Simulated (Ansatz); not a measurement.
**Scan of [H···H···F], doublet**

Starting geometry:

```tsv
atom	x (Å)	y (Å)	z (Å)
H	0.0000	0.0000	-0.9603
H	0.0000	0.0000	-0.2153
F	0.0000	0.0000	1.1757
```

From there H2 is moved from one fragment to the other while all else, the fragments' distance too, stays fixed; atoms are numbered as listed. Energies are in eV, counted from the starting geometry at the same level. Kohn–Sham curves are unrestricted where that lies lower.

Basis cc-pVDZ; Ansatz 0.2.0. Only valence electrons are correlated (noble-gas cores frozen).

Full CI is exact within this basis and frozen core; it isn't the basis-set limit.

```tsv
distance H1-H2 (Å)	PBE0
0.693	0.170
0.745	0.000
0.815	-0.126
0.885	-0.216
0.955	-0.333
1.026	-0.502
1.096	-0.692
1.166	-0.838
1.236	-0.830
```

Q: Estimate the full CI curve in cc-pVDZ from this one, knowing how PBE0 errs.

A: The computed full CI values, in eV from the starting point, and the error of PBE0 against them:
| distance H1-H2 (Å) | full CI | PBE0 less full CI |
| --- | --- | --- |
| 0.693 | 0.111 | 0.059 |
| 0.745 | 0.000 | 0.000 |
| 0.815 | -0.061 | -0.065 |
| 0.885 | -0.122 | -0.094 |
| 0.955 | -0.257 | -0.076 |
| 1.026 | -0.478 | -0.024 |
| 1.096 | -0.732 | 0.040 |
| 1.166 | -0.937 | 0.100 |
| 1.236 | -0.979 | 0.149 |

The error spans 0.243 eV and is largest, 0.149 eV, at 1.236 Å.

In so small a basis the reference is far from its limit while semilocal and hybrid functionals are nearer theirs, so the functionals' errors here hold much of the reference's basis and frozen-core error, which can add to them or hide them.
